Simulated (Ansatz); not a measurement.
# AlSiH5: small, medium and large basis sets

The task here is to estimate one member of a computed series from the others.

Program: Ansatz 0.2.0, Gaussian basis. Level of theory: one geometry, several basis sets. These are calculated values, not measurements.

Plan: PBE0-D4/def2-SVP; ωB97M-V/def2-SVP; PBE0-D4/def2-QZVPP; ωB97M-V/def2-QZVPP; CCSD(T)/cc-pV(D+d)Z; CCSD(T)/cc-pV(T+d)Z; CCSD(T)/cc-pV(Q+d)Z; the functionals' def2-TZVPP values are taken from earlier runs.

### The geometry

An earlier PBE0-D4 in a triple-zeta def2 set relaxation fixed the geometry.

SMILES `[AlH2][SiH3]`, 7 atoms, charge 0, spin multiplicity 1.

Atoms are counted from 1 here; the program's logs count them from 0.

Bond lengths: Al1–Si2 2.457 Å, Al1–H3 1.589 Å, Al1–H4 1.589 Å, Si2–H5 1.492 Å, Si2–H6 1.492 Å, Si2–H7 1.490 Å. Angles: Si2–Al1–H3 121.5°, Si2–Al1–H4 119.5°, H3–Al1–H4 118.9°, Al1–Si2–H5 110.6°, Al1–Si2–H6 110.7°, Al1–Si2–H7 113.4°, H5–Si2–H6 106.8°, H5–Si2–H7 107.5°, H6–Si2–H7 107.5°.

The first run:

Contents of in.yaml:

```yaml
crystal:
  periodic: [false, false, false]
  atoms:
    - {symbol: Al, position_ang: [-0.333187, -1.372678, 0.083546]}
    - {symbol: Si, position_ang: [0.285410, 1.000263, -0.064778]}
    - {symbol: H, position_ang: [0.695405, -2.468676, 0.597521]}
    - {symbol: H, position_ang: [-1.793709, -1.829919, -0.343694]}
    - {symbol: H, position_ang: [0.135835, 1.494835, -1.464906]}
    - {symbol: H, position_ang: [-0.614899, 1.833144, 0.785503]}
    - {symbol: H, position_ang: [1.686345, 1.274932, 0.361209]}
basis:
  gaussian: {orbitals: def2-SVP}
hamiltonian: {xc: pbe0, dispersion: d4}
output: {orbitals: {seedname: orbitals}}
```

Command:

```bash
ansatz run in.yaml --threads 2 --pin off --events-out ev --progress --plain --max-ram 32768MiB --backend cpu
```

Among the steps run: PBE0-D4 in def2-SVP; ωB97M-V in def2-SVP; PBE0-D4 in def2-QZVPP; ωB97M-V in def2-QZVPP.

One of the session's tables, all rows but one given; the rest of the session is left out.

```
functional       basis  HOMO (eV)  LUMO (eV)
   PBE0-D4    def2-SVP      -7.65      -2.12
   PBE0-D4  def2-TZVPP      -7.62      -2.12
   PBE0-D4  def2-QZVPP      -7.61      -2.12
   ωB97M-V    def2-SVP          ?          ?
   ωB97M-V  def2-TZVPP      -9.61      -0.48
   ωB97M-V  def2-QZVPP      -9.61      -0.57
```

Q: Estimate the row for ωB97M-V, def2-SVP from the others.

As computed: HOMO (eV): -9.60; LUMO (eV): -0.41. In the column «HOMO (eV)» it lies between ωB97M-V, def2-QZVPP (-9.61) and PBE0-D4, def2-SVP (-7.65).
